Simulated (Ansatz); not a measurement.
fcc Pt

The numbers are results of r²SCAN-D4 (Ansatz, an electronic-structure program, PAW), not measurements.

Numerical settings: plane-wave cutoff 560 eV, 24×24×24 k mesh, Fermi–Dirac smearing 0.05 eV, scalar-relativistic PAW data made under PBE.

Cell (relaxed at this level):

```xyz
1
Lattice="0.0000 1.9649 1.9649 1.9649 0.0000 1.9649 1.9649 1.9649 0.0000" Properties=species:S:1:pos:R:3 pbc="T T T"
Pt     0.0000     0.0000     0.0000
```

- bulk modulus: 280 GPa
- band gap: none
- pressure derivative B′ of the bulk modulus: 5.4

Measured, for comparison: bulk modulus 289 GPa (corrected for temperature and zero-point phonon effects; as tabulated in Levämäki et al. (2014), arXiv:1402.3671). Computed (rounded) less measured: bulk modulus -3 %.

Spin–orbit coupling is not included.

Computed values are for the static lattice.

Cost on a shared machine: about 2.3 core-minutes (a rough figure).
